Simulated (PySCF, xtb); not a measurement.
**Relative energy of two isomers of C2H5Si+**

Structure a is `C=C[SiH2+]`, a singlet and structure b is `C=[Si+]C`, a singlet. Both are isolated ions in the gas phase, relaxed with B3LYP-D3(BJ)/6-311G**; the shapes shown needn't be the lowest conformers.

a (Å):

```xyz
8

C     0.1116    1.8196   -0.5525
C    -0.9403    1.0290   -0.2276
Si    1.7778    1.2680   -0.2017
H    -0.0569    2.7838   -1.0237
H    -1.9609    1.3405   -0.4297
H    -0.8220    0.0576    0.2444
H     1.9688   -0.0436    0.4373
H     2.9543    2.0853   -0.5327
```

b (Å):

```xyz
8

C    -0.8620    1.6603   -1.6290
C     1.3394    0.9621    0.7918
Si    0.5167    1.8056   -0.6285
H    -1.7050    2.3387   -1.4862
H    -0.7486    1.3049   -2.6548
H     1.5510   -0.0697    0.4857
H     2.2551    1.4707    1.0909
H     0.6218    0.9357    1.6210
```

Problem. Estimate E(b) − E(a) at the level CCSD(T)/def2-SVP + ΔMP2/def2-TZVPP.

Solution. Calculated at CCSD(T)/def2-SVP + ΔMP2/def2-TZVPP: E(b) − E(a) = +18.9 kcal/mol, so structure a lies lower.

Level by level:

```csv
level,geometry,E(b) − E(a) (kcal/mol),departure from the last row (kcal/mol),"job, with rough time for the two"
GFN2-xTB,GFN2-xTB,+9.9,−9.0,"optimisation, 0.17 s"
HF/STO-3G,GFN2-xTB,+36.8,+17.9,"single point, 1.9 s"
r2SCAN-D4/def2-SVP,GFN2-xTB,+19.6,+0.7,"single point, 40 s"
B3LYP-D3(BJ)/6-311G**,B3LYP-D3(BJ)/6-311G**,+20.9,+1.9,"optimisation, 2.5 min"
HF/def2-SVP,B3LYP-D3(BJ)/6-311G**,+34.2,+15.3,part of the CCSD(T) run
MP2/def2-SVP,B3LYP-D3(BJ)/6-311G**,+23.4,+4.5,part of the CCSD(T) run
CCSD(T)/def2-SVP,B3LYP-D3(BJ)/6-311G**,+20.6,+1.7,single point
CCSD(T)/def2-SVP + ΔMP2/def2-TZVPP,B3LYP-D3(BJ)/6-311G**,+18.9,,"single point, 25 s"
```

As drawn, b has 1 C=Si, 2 C–H in place of 1 C=C, 2 Si–H.

The levels shown agree on the order. The largest departure from CCSD(T)/def2-SVP + ΔMP2/def2-TZVPP is that of HF/STO-3G, 17.9 kcal/mol. A small imaginary or near-zero mode remains, so no thermal terms are given. The last row adds to CCSD(T) the change of the MP2 difference between the two basis sets, here −1.7 kcal/mol.

The correlated steps freeze 7 core orbitals. Run with PySCF 2.14.0, xtb 6.7.1 (Pople sets with spherical d functions); the last row on 2 threads of Arm Neoverse V1 on a shared host.
